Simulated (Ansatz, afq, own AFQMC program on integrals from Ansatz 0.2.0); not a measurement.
**Where AFQMC and coupled cluster stand for Cl, doublet**

A free Cl atom.

Basis cc-pVDZ. Noble-gas cores (and the filled d shells of Ga–Kr and In–Xe) are frozen. AFQMC by an in-house program on the Cholesky factors that Ansatz 0.2.0 writes for its CCSD(T) run. ph-AFQMC/CISD is guided by a CISD state made of CCSD amplitudes; releasing the constraint for a short imaginary time cuts its bias at the price of noise, slowly where states lie close. Free projection: walkers drawn from exp(T), propagated without any constraint. Its projection time is finite, and what remains of the start isn't in its error. Uncertainties: one standard error, sampling alone.

Determinant: UHF, the one that the program's search chose, which needn't be the lowest solution.

Full CI on the same integrals is exact in this basis and with this determinant's frozen core.

Cautions: the ph-AFQMC/CISD walk drifts between its halves (2.7 errors).

The T1 diagnostic is 0.0049 and the weight of the determinant in the CISD state is 0.950. The ⟨S²⟩ of the determinant is 0.756 and the size of the correlated space is 7 electrons in 13 orbitals.

```csv
level,correlation energy (eV)
MP2,-2.9877
CCSD,-3.4447
CCSD(T),-3.4761
```

Estimate where phaseless AFQMC with the Hartree–Fock trial lies against CCSD(T) on the same integrals.

1.45 ± 0.76 mEh above CCSD(T). The gap is under twice the noise, so this walk alone can't tell the two apart.

Reference: full CI, correlation energy -3.486 eV. The released energy is read at 2.40 1/Eh (meV from the phaseless value at times in 1/Eh: -1.5 ± 0.8 at 0.24, -2.9 ± 0.5 at 0.51, -4.9 ± 0.4 at 0.99, -4.3 ± 0.6 at 1.62, -5.1 ± 1.0 at 2.40).

```json
{"level": "CCSD(T)", "E − E(reference) (mEh)": "0.36", "share of correlation (%)": "99.72"}
{"level": "CCSDT", "E − E(reference) (mEh)": "0.16", "share of correlation (%)": "99.87"}
{"level": "CCSDT(Q)", "E − E(reference) (mEh)": "0.02", "share of correlation (%)": "99.99"}
{"level": "CCSDTQ", "E − E(reference) (mEh)": "0.00", "share of correlation (%)": "100.00"}
{"level": "ph-AFQMC/HF", "E − E(reference) (mEh)": "1.81 ± 0.76", "share of correlation (%)": "98.59"}
{"level": "ph-AFQMC/CISD", "E − E(reference) (mEh)": "0.14 ± 0.03", "share of correlation (%)": "99.89"}
{"level": "released AFQMC", "E − E(reference) (mEh)": "-0.05 ± 0.04", "share of correlation (%)": "100.04"}
{"level": "free AFQMC", "E − E(reference) (mEh)": "-0.03 ± 0.03", "share of correlation (%)": "100.02"}
```

CCSDT and higher add their correlation energy to the determinant of the CCSD(T) run, since their own runs factorise the integrals more tightly (a shift of under 2 meV). Free projections are given only where their last times agree within the noise and don't stop above the reference; a slow remainder of the start can still hide under it. A walk keeps the symmetry of its determinant, which the program's search chose and which needn't be the lowest solution, so a lower state of the same spin and another symmetry isn't excluded. Released energies are given only where the last usable release times agree within the noise; a slower fall can still hide under it.
